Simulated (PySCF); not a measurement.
Molecule: `c1ccncn1`, C$_{4}$H$_{4}$N$_{2}$.

Numbering as in the mapped SMILES `[cH:1]1[cH:2][n:3][cH:4][n:5][cH:6]1`. Hydrogens are named by the atom that carries them.

Spin–spin couplings on one PBE0-D3(BJ)/def2-SVP geometry, PySCF, gas phase, non-relativistic, equivalent pairs averaged (spin–dipole term only in couplings to heteroatoms); isotopes $^{13}$C, $^{1}$H; basis pcJ-1.

Reference values (Hz): $^{1}J$(C4,H(C4)) = 202.7 (measured; liquid or solution; F. J. Weigert, PhD thesis, Caltech 1968 (Carbon-13 magnetic resonance spectroscopy)); $^{1}J$(C6,H(C6)) = 182.8 (measured; liquid or solution; F. J. Weigert, PhD thesis, Caltech 1968 (Carbon-13 magnetic resonance spectroscopy)); $^{3}J$(C6,H(C2)) = 5.3 (measured; liquid or solution; F. J. Weigert, PhD thesis, Caltech 1968 (Carbon-13 magnetic resonance spectroscopy)); $^{1}J$(C1,H(C1)) = 166.2 (measured; liquid or solution; F. J. Weigert, PhD thesis, Caltech 1968 (Carbon-13 magnetic resonance spectroscopy)).

**Question.** How do the couplings (Hz) change with the functional? Times are CPU seconds on shared hosts with different chips, so compare them loosely.

**Answer.** 
| functional | functions | $^{1}J$(C4,H(C4)) | $^{1}J$(C6,H(C6)) | $^{3}J$(C6,H(C2)) | $^{1}J$(C1,H(C1)) | mean abs. error | core-s |
| --- | --- | --- | --- | --- | --- | --- | --- |
| LDA | 202 | 168.9 | 148.3 | 4.0 | 136.5 | 24.8 | 9.9 |
| PBE | 202 | 197.6 | 174.2 | 4.9 | 159.5 | 5.2 | 15 |
| KT2 | 202 | 215.2 | 187.8 | 5.6 | 170.2 | 5.4 | 16 |
| B3LYP | 202 | 213.3 | 188.4 | 5.7 | 174.6 | 6.2 | 31 |
| PBE0 | 202 | 203.2 | 179.5 | 5.7 | 165.8 | 1.2 | 16 |
| B97-2 | 202 | 194.7 | 172.0 | 5.4 | 158.5 | 6.7 | 15 |
| BHandHLYP | 202 | 227.2 | 201.5 | 7.6 | 188.0 | 16.9 | 39 |
| CAM-B3LYP | 202 | 211.0 | 186.1 | 5.9 | 172.9 | 4.7 | 19 |

Errors compare magnitudes, without vibrational corrections, and the largest couplings weigh most in the mean. Closest: PBE0; furthest: LDA. Left out for a near triplet instability: HF/pcJ-1.
